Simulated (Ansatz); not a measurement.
**HPB, doublet: the ladder up to full CI**

Geometry: a PBE0/def2-TZVP stationary point for this spin, not checked as a minimum.

```xyz
3

B     0.0000   -0.1023    1.2468
P     0.0000   -0.0022   -0.4526
H     0.0000    1.1642    0.5345
```

Basis 6-31G; Ansatz 0.2.0. Correlated methods freeze the noble-gas cores, which leaves 9 electrons in 18 orbitals. Prefix R: restricted or restricted open-shell reference; prefix U: unrestricted. Active spaces: pair = (3e, 3o) about the gap; valence = (9e, 9o) chosen from the atoms' valence shells.

Full CI is exact within this basis and frozen core; it isn't the basis-set limit. The frozen core follows each run's orbitals, which can shift R against U totals by a few meV.

Unrestricted rows (U) aren't spin-pure: their determinants' ⟨S²⟩ exceeds S(S+1) by up to 0.22, so they mix in states of higher spin. For open shells CISD is restricted-active-space CI with the open shells as a complete middle space.

* UHF ⟨S²⟩: 0.966
* T1 diagnostic (RCCSD): 0.0406
* largest doubles amplitude (RCCSD): 0.122
* T1 diagnostic (UCCSD): 0.0521

| level | E − E(RHF) (eV) |
| --- | --- |
| UHF | -0.1856 |
| RMP2 | -2.9854 |
| UMP2 | -2.8867 |
| RCCSD | -3.5332 |
| UCCSD | -3.5410 |
| RCCSD(T) | -3.6904 |
| UCCSD(T) | -3.6780 |

(1) Estimate how far full CI in 6-31G lies from RCCSD(T). The table doesn't fix it; the size of (T) and the diagnostics are the guide.

(1) Full CI in 6-31G lies 3.4 kJ/mol below RCCSD(T), which is 22 % of the (T) step (-15.2 kJ/mol). T1 is raised, a doubles amplitude is large, but (T) still catches most of what CCSD lacks.

The other levels:

```
                   level  E − E(full CI) (kJ/mol)  share of correlation (%)  wall time
                    CISD                     40.0                     88.88     0.48 s
                 BCCD(T)                      3.8                     98.93     0.93 s
                  RCCSDT                      0.8                     99.78          –
                  UCCSDT                      0.8                     99.77          –
               RCCSDT(Q)                      0.3                     99.92      3.7 s
               UCCSDT(Q)                     -0.2                    100.05      3.5 s
                 RCCSDTQ                      0.0                     99.99       41 s
     CASSCF (pair space)                    302.8                     15.77          –
     NEVPT2 (pair space)                     58.2                     83.82     0.54 s
     MRCISD (pair space)                     30.8                     91.44          –
   MRCISD+Q (pair space)                      7.1                     98.04     0.75 s
  CASSCF (valence space)                     93.4                     74.01          –
  NEVPT2 (valence space)                     25.9                     92.79      2.5 s
  MRCISD (valence space)                      2.9                     99.19          –
MRCISD+Q (valence space)                      0.8                     99.79        4 s
```

The correlation energy at full CI, counted from RHF, is -3.726 eV. That run took 1.9 min on 1 thread of Arm Neoverse V1, shared host over 13,106,016 determinants.

Times hold each run's SCF and search for its determinant on a shared host, so for small cases they say little of a method's own cost; they ran on 1 thread of Arm Neoverse V1.

The full-CI state has the irrep A' of Cs, in the program's axes.

Natural occupations of full CI about the gap: 1.982 1.944 1.930 1.902 1.000 0.096 0.056 0.030 0.024 0.009; effectively unpaired electrons, Σ n²(2−n)², 1.12.
